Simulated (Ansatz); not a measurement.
This geometry of C₂H₄Li (7 atoms, charge 0, multiplicity 2) is a first-order saddle point.

Theory: Ansatz, UKS PBE0-D4/STO-3G.

```xyz
7
Properties=species:S:1:pos:R:3
Li -2.220 -1.077 0.198
C -0.366 -0.738 0.081
C 0.410 0.579 -0.069
H 0.367 -1.566 0.115
H 0.112 1.112 -0.984
H 0.196 1.261 0.768
H 1.501 0.429 -0.108
```

(1) Which two structures does it join? (They come from a converged band through this point; their orientation in space is the band's.)

(2) How far does it lie above each of them?

Results:

(1) No bond is made or broken. The dihedral Li1–C2–C3–H6 goes from 0 to 122°. The two ends are copies of one structure, up to a mirror image or an exchange of like atoms.

Initial state:

```xyz
7
Properties=species:S:1:pos:R:3
Li -2.072 -1.134 0.744
C -0.398 -0.727 -0.013
C 0.395 0.582 -0.029
H 0.212 -1.469 -0.565
H 0.587 0.903 -1.069
H -0.107 1.406 0.489
H 1.383 0.438 0.444
```

Final state:

```xyz
7
Properties=species:S:1:pos:R:3
Li -2.112 -1.245 -0.340
C -0.390 -0.706 0.194
C 0.391 0.572 -0.120
H 0.266 -1.323 0.838
H -0.157 1.277 -0.755
H 0.660 1.098 0.813
H 1.340 0.327 -0.629
```

(2) 0.072 eV above the first and 0.072 eV above the second. This is the barrier of this one path; another mechanism may lie lower. Limits of this set-up: minimal basis.

Time of the run: 23 s on 1 thread of Intel(R) Xeon(R) Platinum 8488C (Sapphire Rapids), on a shared host, peak memory 0.12 GiB.
